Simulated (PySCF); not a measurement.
Isomers of C6H10, one GFN2-xTB conformer each. Single-point energies are computed at PBE0/pcSseg-1 (PySCF, gas phase, no added dispersion term), electronic only.

```
              SMILES  GFN2-xTB relative energy (kcal/mol)
           C1=CCCCC1                                  0.5
         C#CC(C)(C)C                                 32.9
          C=CCC(=C)C                                 30.6
             C#CCCCC                                 35.6
           CC1=CCCC1                                  0.0
C=C1[C@@H](C)[C@H]1C                                 32.2
 C1C[C@H]2C[C@@H]1C2                                  1.1
             CCC#CCC                                 29.9
          C=CC/C=C\C                                 33.0
```

Conformers: `[CH:1]1=[CH:2][CH2:3][CH2:4][CH2:5][CH2:6]1` with C1–C2–C3–C4 16°, C2–C3–C4–C5 -47°, C3–C4–C5–C6 64°, C4–C5–C6–C1 -47°; `[CH2:1]=[CH:2][CH2:3][C:4](=[CH2:5])[CH3:6]` with C1–C2–C3–C4 119°, C2–C3–C4–C5 109°; `[CH:1]#[C:2][CH2:3][CH2:4][CH2:5][CH3:6]` with C2–C3–C4–C5 -66°, C3–C4–C5–C6 178°; `[CH3:1][C:2]1=[CH:3][CH2:4][CH2:5][CH2:6]1` with C2–C3–C4–C5 13°, C3–C4–C5–C6 -19°, C4–C5–C6–C2 20°, C1–C2–C6–C5 169°; `[CH2:1]=[CH:2][CH2:3]/[CH:4]=[CH:5]\[CH3:6]` with C1–C2–C3–C4 -117°, C2–C3–C4–C5 -111°.

Question: What does PBE0/pcSseg-1 give for the same structures?

Answer: 
```csv
SMILES,PBE0/pcSseg-1 E (Eh),PBE0/pcSseg-1 (kcal/mol),GFN2-xTB (kcal/mol),point group
C1=CCCCC1,-234.32706,0.0,0.5,C2
CC1=CCCC1,-234.32592,0.7,0.0,–
C1C[C@H]2C[C@@H]1C2,-234.30580,13.3,1.1,C2v
C=CCC(=C)C,-234.28999,23.3,30.6,C1
C=CC/C=C\C,-234.28765,24.7,33.0,C1
CCC#CCC,-234.27710,31.4,29.9,C2
C=C1[C@@H](C)[C@H]1C,-234.27270,34.1,32.2,Cs
C#CC(C)(C)C,-234.27009,35.8,32.9,C3v
C#CCCCC,-234.26785,37.2,35.6,C1
```

GFN2-xTB puts CC1=CCCC1 lowest instead; measured from each level's own lowest isomer, the values differ by up to 12.2 kcal/mol (C1C[C@H]2C[C@@H]1C2: 1.1 against 13.3). As drawn, the lowest has a C=C bond outside aromatic rings, which the highest lacks; the highest has a C≡C bond, which the lowest lacks. Neighbours under 2.5 kcal/mol apart (C1=CCCCC1 and CC1=CCCC1; C=CCC(=C)C and C=CC/C=C\C; C=C1[C@@H](C)[C@H]1C and C#CC(C)(C)C; C#CC(C)(C)C and C#CCCCC) can change places with a better method, another conformer or zero-point energy.

Question: Which frontier levels, dipoles and rotational constants go with these structures?

Answer: 
```csv
SMILES,"HOMO (eV, PBE0/pcSseg-1)",LUMO (eV),dipole (D),"A, B, C (MHz)"
C1=CCCCC1,-6.93,0.72,0.31,"4807, 4615, 2607"
CC1=CCCC1,-6.58,0.91,0.26,"7045, 3074, 2276"
C1C[C@H]2C[C@@H]1C2,-8.56,1.53,0.05,"5379, 4521, 4076"
C=CCC(=C)C,-7.20,0.05,0.29,"6707, 2243, 1884"
C=CC/C=C\C,-7.02,0.14,0.51,"10497, 1597, 1522"
CCC#CCC,-7.13,1.32,0.10,"10992, 1333, 1300"
C=C1[C@@H](C)[C@H]1C,-7.36,0.29,0.53,"4125, 3518, 2317"
C#CC(C)(C)C,-7.68,1.40,0.71,"4567, 2731, 2731"
C#CCCCC,-7.66,1.15,0.73,"7403, 1816, 1573"
```
